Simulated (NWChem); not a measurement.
Everything below was run with NWChem. System: propane (C$_{3}$H$_{8}$), charge 0, spin multiplicity 1, at a geometry optimised with PBE0/def2-SVP. Level: CCSD(T)/STO-3G, 3 core orbitals frozen.

NWChem printed:

```
             Northwest Computational Chemistry Package (NWChem) 7.3.0
             --------------------------------------------------------

                                NWChem Input Module
                                -------------------

 Scaling coordinates for geometry "geometry" by  1.889725989
 (inverse scale =  0.529177249)

 Turning off AUTOSYM since
 SYMMETRY directive was detected!

                             Geometry "geometry" -> ""
                             -------------------------

 Output coordinates in angstroms (scale by  1.889725989 to convert to a.u.)

  No.       Tag          Charge          X              Y              Z
 ---- ---------------- ---------- -------------- -------------- --------------
    1 C                    6.0000    -1.27109400     0.00000000    -0.25677500
    2 C                    6.0000     0.00000000     0.00000000     0.57929000
    3 C                    6.0000     1.27109400     0.00000000    -0.25677500
    4 H                    1.0000    -2.17399200     0.00000000     0.37317800
    5 H                    1.0000    -1.32120800     0.88750700    -0.90867000
    6 H                    1.0000    -1.32120800    -0.88750700    -0.90867000
    7 H                    1.0000     0.00000000    -0.87915200     1.24694100
    8 H                    1.0000     0.00000000     0.87915200     1.24694100
    9 H                    1.0000     2.17399200     0.00000000     0.37317800
   10 H                    1.0000     1.32120800    -0.88750700    -0.90867000
   11 H                    1.0000     1.32120800     0.88750700    -0.90867000

 Effective nuclear repulsion energy (a.u.)      82.3926212369

            Nuclear Dipole moment (a.u.)
            ----------------------------
        X                 Y               Z
 ---------------- ---------------- ----------------
     0.0000000000     0.0000000000    -0.0000037795

      Symmetry information
      --------------------

 Group name             C2v
 Group number             16
 Group order               4
 No. of unique centers     5

      Symmetry unique atoms

     1    2    4    5    7


 Summary of "ao basis" -> "" (spherical)
 ------------------------------------------------------------------------------
       Tag                 Description            Shells   Functions and Types
 ---------------- ------------------------------  ------  ---------------------
 *                           sto-3g                   on all atoms
[...]
 Spin Component Scaled (SCS) CCSD
 --------------------------------
 Same spin contribution:                 -0.011242459127927
 Same spin scaling factor:                1.130000000000000
 Opposite spin contribution:             -0.203819027808643
 Opposite spin scaling fact.:             1.270000000000000
 SCS-CCSD correlation energy:            -0.271554144131534
 Total SCS-CCSD energy:                -117.155636328001847
 memory            104855372

*********triples calculation*********

nkpass=    1; nvpass=    1; memdrv=          12310; memtrn=         202457; memavail=      104855260
 memory available/node                      104855260
 total number of virtual orbitals        10
 number of virtuals per integral pass    10
 number of integral evaluations           1
 number of occupied per triples pass     10
 number of triples passes                 1

 commencing integral evaluation        1 at           1.77
  symmetry use  T
task         4 out of       153 done   2%  at       0.0 secs
task        10 out of       153 done   6%  at       0.0 secs
task        18 out of       153 done  11%  at       0.0 secs
task        24 out of       153 done  15%  at       0.0 secs
task        31 out of       153 done  20%  at       0.0 secs
task        39 out of       153 done  25%  at       0.0 secs
task        46 out of       153 done  30%  at       0.0 secs
task        94 out of       153 done  61%  at       0.0 secs
task       100 out of       153 done  65%  at       0.0 secs
task       108 out of       153 done  70%  at       0.0 secs
task       115 out of       153 done  75%  at       0.0 secs
task       138 out of       153 done  90%  at       0.0 secs
task       146 out of       153 done  95%  at       0.0 secs
task       153 out of       153 done 100%  at       0.1 secs
 commencing triples evaluation - blocking       1
 ccsd(t): done        1 out of       10 progress:   10.0%
 ccsd(t): done        2 out of       10 progress:   20.0%
 ccsd(t): done        3 out of       10 progress:   30.0%
 ccsd(t): done        4 out of       10 progress:   40.0%
 ccsd(t): done        5 out of       10 progress:   50.0%
 ccsd(t): done        6 out of       10 progress:   60.0%
 ccsd(t): done        7 out of       10 progress:   70.0%
 ccsd(t): done        8 out of       10 progress:   80.0%
 ccsd(t): done        9 out of       10 progress:   90.0%
 ccsd(t): done       10 out of       10 progress:  100.0%
 Time for integral evaluation pass     1        0.06
 Time for triples evaluation pass      1        0.03

 pseudo-e(mp4)  -0.96762120859847E-03
 pseudo-e(mp5)   0.98779585357206E-05
        e(t)    -0.95774325006275E-03

 --------------
 CCSD(T) Energy
 --------------
 Reference energy:                    -116.884082183870319

 CCSD corr. energy:                     -0.215061486936570
 T(CCSD) corr. energy:                  -0.000967621208598
 Total CCSD+T(CCSD) energy:           -117.100111292015484

 CCSD corr. energy:                     -0.215061486936570
 (T) corr. energy:                      -0.000957743250063
 Total CCSD(T) energy:                -117.100101414056951

 routine      calls  cpu(0)   cpu-min  cpu-ave  cpu-max   i/o
 aoccsd          1     0.00     0.00     0.00     0.00    0.00
 iterdrv         1     0.00     0.00     0.00     0.00    0.00
 pampt           9     0.01     0.01     0.01     0.01    0.00
 t2pm            9     0.01     0.01     0.01     0.01    0.00
 sxy             9     0.02     0.02     0.02     0.02    0.00
 ints       210015     1.33     1.33     1.33     1.33    0.00
 t2eri        1377     0.05     0.05     0.05     0.05    0.00
 idx2         1377     0.07     0.07     0.07     0.07    0.00
 idx34           9     0.01     0.01     0.01     0.01    0.00
 ht2pm           9     0.02     0.02     0.02     0.02    0.00
 itm             9     0.04     0.04     0.04     0.04    0.00
 pdiis           9     0.00     0.00     0.00     0.00    0.00
 triples         1     0.00     0.00     0.00     0.00    0.00
 rdtrpo          1     0.00     0.00     0.00     0.00    0.00
 trpmos          1     0.06     0.06     0.06     0.06    0.00
 trpdrv          1     0.01     0.01     0.01     0.01    0.00
 dovvv       11000     0.01     0.01     0.01     0.01    0.00
 doooo       11000     0.01     0.01     0.01     0.01    0.00
 tengy       10000     0.01     0.01     0.01     0.01    0.00
 Total                 1.64     1.64     1.64     1.64    0.00

 Task  times  cpu:        1.9s     wall:        1.9s

 Total times  cpu:        2.0s     wall:        2.0s
```

### Question
Write an NWChem input that would produce this output.

### Answer
One answer among several that fit: 
```
start mol
memory heap 100 mb stack 700 mb global 1900 mb
geometry units angstroms nocenter noautoz
  C     -1.271094     0.000000    -0.256775
  C      0.000000     0.000000     0.579290
  C      1.271094     0.000000    -0.256775
  H     -2.173992     0.000000     0.373178
  H     -1.321208     0.887507    -0.908670
  H     -1.321208    -0.887507    -0.908670
  H      0.000000    -0.879152     1.246941
  H      0.000000     0.879152     1.246941
  H      2.173992     0.000000     0.373178
  H      1.321208    -0.887507    -0.908670
  H      1.321208     0.887507    -0.908670
  symmetry group C2v
end
basis spherical
  * library sto-3g
end
scf
  rhf
  nopen 0
  maxiter 100
  thresh 1e-7
  semidirect memsize 60000000 filesize 0
end
ccsd
  freeze core 3
  maxiter 60
end
task ccsd(t) energy
```
